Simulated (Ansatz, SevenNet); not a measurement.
# How well does each level of theory give the equilibrium lattice constant a of hcp Os?

Reference value: 2.734 Å (measured, 293 K, not corrected to a static lattice, our sources range from 2.734 to 2.740; as tabulated in Wikipedia's data pages).

| level (code) | value (Å) | difference (%) |
|---|---|---|
| SevenNet-l3i5 | 2.763 | +1.06 |
| LDA (Ansatz) | 2.716 | -0.66 |
| PBE (Ansatz) | 2.754 | +0.73 |
| PBE-D4 (Ansatz) | 2.737 | +0.11 |
| r²SCANh (Ansatz) | 2.725 | -0.33 |

The reference is not for a static lattice or low temperature, so close values are not ranked against it.

The measured value isn't corrected to a static lattice, so vibrations enter the comparison.  Density-functional levels without +SOC have no spin–orbit coupling. K meshes differ between the levels. Ansatz's density-functional and Hartree–Fock values are scalar-relativistic unless marked +SOC, with PAW data made under PBE.

Machine-learned potentials (SevenNet-l3i5) are trained on DFT data: a solid inside that data is no test of them.

Differences are worked out from the printed values.

Ansatz is a program for electronic structure.
